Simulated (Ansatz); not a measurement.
```yaml
crystal:
  periodic: [false, false, false]
  atoms:
    - {symbol: B, position_ang: [-0.002239, 0.003112, -0.844280]}
    - {symbol: N, position_ang: [0.002135, -0.002967, 0.805933]}
    - {symbol: H, position_ang: [-0.944591, 0.029273, 1.173548]}
    - {symbol: H, position_ang: [0.506051, 0.799616, 1.172540]}
    - {symbol: H, position_ang: [0.447855, -0.841838, 1.166626]}
    - {symbol: H, position_ang: [1.165626, -0.036226, -1.161367]}
    - {symbol: H, position_ang: [-0.552336, 1.036633, -1.152855]}
    - {symbol: H, position_ang: [-0.622492, -0.987604, -1.160134]}
basis:
  gaussian: {orbitals: def2-TZVP}
total_charge: -1
magnetization: {spin_polarized: true, initial_magnetization: 1}
hamiltonian: {xc: {name: BHLYP}}
scf: {lower_state_search: light}
```

```sh
$ ansatz run in.yaml --threads 4 --pin off --events-out ev --progress --plain --max-ram 3916MiB
```

It prints (some lines left out):

```
Functional definition: BHLYP
642 factors; their error is unknown
mean field evaluation 1: about -2260.6759 eV, gradient 1.3e1 eV
mean field evaluation 2: about -2261.6892 eV, gradient 7.9e0 eV
mean field evaluation 4: about -2262.0764 eV, gradient 5.4e-1 eV
mean field evaluation 8: about -2262.0823 eV, gradient 2.3e-2 eV
mean field -2262.08226449 eV, -83.1299899255 hartree, gradient 5.0e-5 eV, S^2 0.750784; 0 other end points of the search recorded, 0 dependent functions left out
reference -2262.08243309 eV, -83.1299961214 hartree; 10, 9 occupied and 88, 89 virtual orbitals, 642 factors
Total energy: -2262.08243309 eV, -83.1299961214 hartree
```

Hardware: 4 threads of Arm Neoverse V2 on a shared host. Wall time 0.6 s.

The highest occupied level of an anion often lies above zero with these methods, and sets without diffuse functions describe the outer electron poorly.
